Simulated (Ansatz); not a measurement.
Other spins and charges of GeH2, triplet at one geometry

Geometry (PBE0/def2-TZVP stationary point for this spin, not checked as a minimum):

```xyz
3

Ge    0.0000   -0.0208    0.0000
H     0.0000    0.7490   -1.3344
H     0.0000    0.7490    1.3344
```

Basis cc-pVDZ; Ansatz 0.2.0. Correlated methods freeze the noble-gas cores and the filled d shells of p-block atoms. R marks a restricted (for open shells ROHF) determinant. Active spaces: valence = (6e, 6o) chosen from the atoms' valence shells. No spin–orbit coupling is included, and no scalar relativity.

Gaps are energies of the second state less the first, at fixed atoms, for a selection of the levels run; each method lands on the state that its own search finds for that charge and spin.

For open shells CISD and CISDTQ are restricted-active-space CI with the open shells as a complete middle space.

Removing an electron, to the quartet: 12.261 eV at full CI (triplet B1, quartet ion A2, in C2v).

| level | gap (eV) | error (meV) |
| --- | --- | --- |
| RHF | 11.853 | -408 |
| RMP2 | 12.161 | -100 |
| CISD | 12.194 | -67 |
| RCCSD | 12.256 | -5 |
| RCCSD(T) | 12.260 | -1 |
| BCCD(T) | 12.260 | -1 |
| RCCSDT | 12.261 | 0 |
| CISDTQ | 12.260 | -1 |
| RCCSDT(Q) | 12.260 | -1 |
| RCCSDTQ | 12.260 | -1 |
| CASSCF (valence space) | 11.699 | -562 |
| NEVPT2 (valence space) | 12.060 | -201 |
| MRCISD (valence space) | 12.231 | -30 |
| MRCISD+Q (valence space) | 12.259 | -2 |
| PBE | 12.301 | 40 |
| r2SCAN | 12.376 | 115 |
| PBE0 | 12.394 | 133 |
| B3LYP | 12.470 | 209 |
| wB97M-V | 12.495 | 234 |
| B2PLYP | 12.325 | 64 |
| RPA-PBE | 12.438 | 177 |

Singlet less triplet: -0.434 eV at full CI (triplet B1, singlet A1, in C2v).

| level | gap (eV) | error (meV) |
| --- | --- | --- |
| RHF | 0.058 | 492 |
| RMP2 | -0.268 | 166 |
| CISD | -0.349 | 85 |
| BCCD(T) | -0.431 | 3 |
| RCCSDT | -0.431 | 3 |
| CISDTQ | -0.431 | 3 |
| CASSCF (valence space) | -0.409 | 25 |
| NEVPT2 (valence space) | -0.393 | 41 |
| MRCISD (valence space) | -0.428 | 6 |
| MRCISD+Q (valence space) | -0.428 | 6 |

Wrong sign: RHF.

PBE gives 7.960 eV for removing an electron, to the doublet. Estimate what full CI gives in cc-pVDZ.

Full CI in cc-pVDZ gives 7.829 eV, so against it PBE is off by 0.131 eV.

```csv
level,gap (eV),error (meV)
RHF,7.520,-309
RMP2,7.798,-31
CISD,7.808,-21
RCCSD,7.816,-13
RCCSD(T),7.827,-2
BCCD(T),7.827,-2
RCCSDT,7.828,-1
CISDTQ,7.828,-1
RCCSDT(Q),7.828,-1
RCCSDTQ,7.828,-1
CASSCF (valence space),7.347,-482
NEVPT2 (valence space),7.690,-139
MRCISD (valence space),7.798,-31
MRCISD+Q (valence space),7.828,-1
r2SCAN,8.161,332
PBE0,8.014,185
B3LYP,7.940,111
wB97M-V,7.854,25
B2PLYP,7.824,-5
RPA-PBE,7.875,46
```

Quintet less triplet: 7.703 eV at full CI (triplet B1, quintet A2, in C2v).

| level | gap (eV) | error (meV) |
| --- | --- | --- |
| RMP2 | 7.651 | -52 |
| CISD | 7.657 | -46 |
| CISDTQ | 7.702 | -1 |
| RCCSDTQ | 7.702 | -1 |
| NEVPT2 (valence space) | 7.638 | -65 |
| MRCISD+Q (valence space) | 7.694 | -9 |
| r2SCAN | 7.533 | -170 |
| PBE0 | 7.560 | -143 |
| wB97M-V | 7.875 | 172 |
| B2PLYP | 7.721 | 18 |

In so small a basis the reference is far from its limit while semilocal and hybrid functionals are nearer theirs (RPA and double hybrids share much of the reference's basis error), so the functionals' errors here hold much of the reference's basis and frozen-core error, which can add to them or hide them.

Full CI is exact within this basis and frozen core; it isn't the basis-set limit.
